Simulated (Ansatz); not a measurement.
This Ansatz (a quantum-chemistry and plane-wave program) input (wB97M-V/def2-SVP) gives -1.15376 Eh with 10 basis functions.

Ansatz 0.2 input:
```yaml
crystal:
  periodic: [false, false, false]
  atoms:
    - {symbol: H, position_ang: [-0.00000000, -0.00000000, -0.37201156]}
    - {symbol: H, position_ang: [0.00000000, 0.00000000, 0.37201156]}
basis:
  gaussian:
    orbitals: def2-SVP
hamiltonian:
  xc: {name: wB97M-V}
magnetization: {spin_polarized: false}
```

Change:
```diff
- orbitals: def2-SVP
+ orbitals: def2-SVPD
```

Question: What does the run give now?

Answer: -1.15388 Eh (wB97M-V/def2-SVPD, 16 functions), a change of -0.12 mEh.
